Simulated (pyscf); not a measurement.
Thermochemistry of product channels of H₂N–Si(Cl)(Cl)–Cl + F• on the doublet surface, in kJ/mol, from ωB97M-D3(BJ)/def2-TZVP energies (ideal gas, 1 atm, RRHO with modes under 100 cm⁻¹ raised to 100, one conformer, R ln 2 for chiral ones without a mode under 150 cm⁻¹). Optimised with ωB97X-D3(BJ)/def2-SVP in PySCF.

| products | ΔE | ΔH(298 K) | ΔG(298 K) | ΔG(600 K) |
|---|---|---|---|---|
| •HN–Si(Cl)(Cl)–Cl + HF | -72.9 | -81.4 | -88.6 | -95.9 |
| HN=Si(Cl)–Cl + Cl• + HF | +212.8 | +204.7 | +164.8 | +124.8 |

These are energies of the channels, which say nothing of barriers. Left out: orbital degeneracy and the spin-orbit lowering of Cl, F.
